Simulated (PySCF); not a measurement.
Molecule: `ClC(C=C)Cl`, C$_{3}$H$_{4}$Cl$_{2}$.

Structure with atom numbers: `[CH2:1]=[CH:2][CH:3]([Cl:4])[Cl:5]`; H(Xn) means a hydrogen on atom n. Ha(C1) is cis to C3; Hb(C1) is trans to C3.

Geometry PBE0-D3(BJ)/def2-SVP throughout; GIAO in PySCF 2.14.0 with density-fitted response routines, gas phase, one conformer, non-relativistic; equivalent atoms averaged; functional PBE0.

For orientation, IGLO-III gives these absolute shieldings σ: C1 61.6, C2 32.1, C3 98.3, Cl4/Cl5 640.0, H(C2) 24.98, Hb(C1) 26.13, Ha(C1) 26.05, H(C3) 25.34 ppm.

A run gave: C1 60.0, C2 31.8, C3 97.1, Cl4/Cl5 643.2, H(C2) 24.86, Hb(C1) 25.95, Ha(C1) 25.87, H(C3) 25.16 ppm (absolute shieldings σ).

Question: Which basis set was used in that run?
A. 6-311+G(2d,p)
B. pcSseg-2
C. 6-31G*
D. aug-cc-pVDZ
E. STO-3G

Answer: B. C2 tells them apart best: pcSseg-2 gives 31.8, STO-3G gives 127.6, aug-cc-pVDZ gives 54.9, 6-311+G(2d,p) gives 40.0, 6-31G* gives 61.7 ppm.
